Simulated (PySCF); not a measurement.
methoxyethane (C3H8O), SMILES C(C)OC.

The structure is a stationary point at B3LYP-D3(BJ)/def2-SVP. Other conformers were not sampled.

Level of theory: PySCF with r2SCAN/def2-TZVP.

Isolated molecule, no solvent.

Computed frontier levels, gap, dipole moment and polarisability:
- highest occupied level: -6.08 eV
- lowest empty level: 1.26 eV
- orbital gap: 7.33 eV
- dipole moment: 0.246 e·Å
- quadrupole, principal values (traceless, Buckingham form, about the centre of nuclear charge): -3.02, -0.70, 3.72 D·Å
- mean static polarisability: 44.1 bohr³ (6.54 Å³)
- polarisability, principal values: 40.1, 42.2, 50.0 bohr³
